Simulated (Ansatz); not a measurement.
C axis length (Å) of solids drawn from the class of oxides, at two levels: PBE in Ansatz (plane waves, PAW), and r²SCAN (Ansatz, an electronic-structure program, plane waves, PAW).

```tsv
solid	PBE	r²SCAN	shift (%)
anatase TiO₂ (metastable phase)	9.697	9.583	-1.18
rutile PbO₂	3.443	3.405	-1.10
rutile SnO₂	3.238	3.201	-1.14
α-quartz (SiO2)	5.510	5.416	-1.71
rutile CrO₂	2.921	2.912	-0.31
A-type hexagonal La₂O₃	6.187	6.126	-0.99
SiO₂ (P4₁2₁2, No. 92)	7.103	6.921	-2.56
corundum (α-Al2O3)	13.123	12.995	-0.98
corundum Ga₂O₃ (metastable phase)	13.623	13.441	-1.34
rutile TiO₂	2.964	2.954	-0.34
```

The shifts run from -2.56 % to -0.31 %, with a median of -1.12 %.

Over all 10 rows r²SCAN is the larger in 0.

Database compounds that came out metallic weren't drawn.

Ansatz's runs of these crystals have no spin polarisation, but for rutile CrO2.

Density-functional runs with spin start from parallel moments for rutile CrO2.

Spin–orbit coupling is left out, also for the solids with elements from indium on (rutile PbO2, rutile SnO2, A-type hexagonal La2O3); its size isn't shown.

Ansatz's density-functional and Hartree–Fock values are scalar-relativistic unless marked +SOC, with PAW data made under PBE.
